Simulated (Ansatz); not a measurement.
Chalcopyrite ZnSnAs2

Computed with LDA (plane waves, PAW; Ansatz, a first-principles code).

Numerical settings: plane-wave cutoff 520 eV, 8×8×8 k mesh, Fermi–Dirac smearing 0.01 eV, scalar-relativistic PAW data made under PBE.

Cell: relaxed at this level.

equilibrium volume per atom: 24.26 Å³/atom
bulk modulus B0: 65.9 GPa
band gap: zero (no gap)
lattice constant a: 5.780 Å
lattice parameter c: 11.621 Å
pressure derivative B′ of the bulk modulus: 4.5

Measured, for comparison: band gap 0.75 eV (temperature not stated, no zero-point or thermal correction, direct or pseudo-direct at Γ, our sources range from 0.65 to 0.75; as tabulated in Ghosh et al. (2024), arXiv:2401.16805).

Note: the gap of the solid is closed in this run; this level leaves the solid without a gap, although one is measured; the bulk modulus comes from volumes at which shape and atoms were relaxed.

Spin–orbit coupling is not included; it can open a gap where bands touch, and shift volumes and moduli.

The computed numbers hold no vibrational or temperature effects.
